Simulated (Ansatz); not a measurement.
# CHSi− (SMILES [C-]#[SiH]): single points off equilibrium

A test off equilibrium: a structure displaced at random from a GFN2-xTB minimum is computed at several levels, and each is set against CCSD(T).

The runs use Ansatz 0.2.0, Gaussian basis; single points in def2-TZVPPD.

Correlated methods freeze the cores. B3LYP uses VWN-RPA correlation.

**1. The starting structure**

3 atoms, charge -1, spin multiplicity 1.

Atoms are counted from 1 here; the program's logs count them from 0.

Bond lengths: C1–Si2 1.660 Å, Si2–H3 1.651 Å. Angles: C1–Si2–H3 165.7°.

Geometry (Å):

```xyz
3
CHSi
C    -0.9019    1.4115   -0.3301
Si   -0.1699   -0.0478   -0.0297
H     0.9009   -1.2826    0.2018
```

**2. CCSD(T)/def2-TZVPPD**

Contents of run/in.yaml:

```yaml
crystal:
  periodic: [false, false, false]
  atoms:
    - {symbol: C, position_ang: [-0.901900, 1.411500, -0.330100]}
    - {symbol: Si, position_ang: [-0.169900, -0.047800, -0.029700]}
    - {symbol: H, position_ang: [0.900900, -1.282600, 0.201800]}
basis:
  gaussian: {orbitals: "def2-TZVPPD.json"}
total_charge: -1
correlation: {method: ccsd_t}
output: {forces: true}
```

The basis file named in the input lies beside it (Basis Set Exchange, JSON).

No record of the launch command was kept for these runs.

**3. PBE0-D4/def2-TZVPPD**

run/in.yaml, as its differences from that of step 2:

```diff
@@ -9,3 +9,3 @@
 total_charge: -1
-correlation: {method: ccsd_t}
-output: {forces: true}
+hamiltonian: {xc: pbe0, dispersion: d4}
+output: {forces: true, orbitals: {seedname: orbitals}}
```

**4. wB97M-V/def2-TZVPPD**

run/in.yaml, as its differences from that of step 3:

```diff
@@ -9,3 +9,3 @@
 total_charge: -1
-hamiltonian: {xc: pbe0, dispersion: d4}
-output: {forces: true, orbitals: {seedname: orbitals}}
+hamiltonian: {xc: {name: wB97M-V}}
+output: {forces: true}
```

**5. r2SCAN-D4/def2-TZVPPD**

run/in.yaml, as its differences from that of step 4:

```diff
@@ -9,3 +9,3 @@
 total_charge: -1
-hamiltonian: {xc: {name: wB97M-V}}
+hamiltonian: {xc: r2scan, dispersion: d4}
 output: {forces: true}
```

**6. PBE-D4/def2-TZVPPD**

run/in.yaml, as its differences from that of step 5:

```diff
@@ -9,3 +9,3 @@
 total_charge: -1
-hamiltonian: {xc: r2scan, dispersion: d4}
+hamiltonian: {xc: pbe, dispersion: d4}
 output: {forces: true}
```

**7. BHLYP-D4/def2-TZVPPD**

run/in.yaml, as its differences from that of step 6:

```diff
@@ -9,3 +9,3 @@
 total_charge: -1
-hamiltonian: {xc: pbe, dispersion: d4}
+hamiltonian: {xc: {name: BHLYP}, dispersion: d4}
 output: {forces: true}
```

**8. B3LYP-D4/def2-TZVPPD**

run/in.yaml, as its differences from that of step 7:

```diff
@@ -9,3 +9,3 @@
 total_charge: -1
-hamiltonian: {xc: {name: BHLYP}, dispersion: d4}
+hamiltonian: {xc: {name: B3LYP}, dispersion: d4}
 output: {forces: true}
```

(Steps that only read results are left out.)

What does the calculation give? Wanted: RMS force component; RMS force error; HOMO and LUMO, PBE0-D4; T1 diagnostic.

As calculated:

| quantity | value |
| --- | --- |
| RMS force component | 0.932 to 1.319 eV/Å over the methods |
| RMS force error | PBE0-D4 0.430, wB97M-V 0.589, r2SCAN-D4 0.346, PBE-D4 0.261, BHLYP-D4 0.650, B3LYP-D4 0.425 eV/Å |
| HOMO and LUMO, PBE0-D4 | -0.50 and 3.41 eV |
| T1 diagnostic | 0.043 |

**Reading.** The forces of PBE-D4 come nearest to CCSD(T), those of BHLYP-D4 are farthest. Frozen-core CCSD(T) forces in triple zeta carry basis errors of their own, and this is one geometry, so small gaps rank nothing. The T1 diagnostic is large here, over the usual mark for main-group molecules (transition-metal compounds often pass it harmlessly), so CCSD(T) itself may be off. The restricted Hartree–Fock reference is unstable towards an unrestricted one at one or more of these structures.
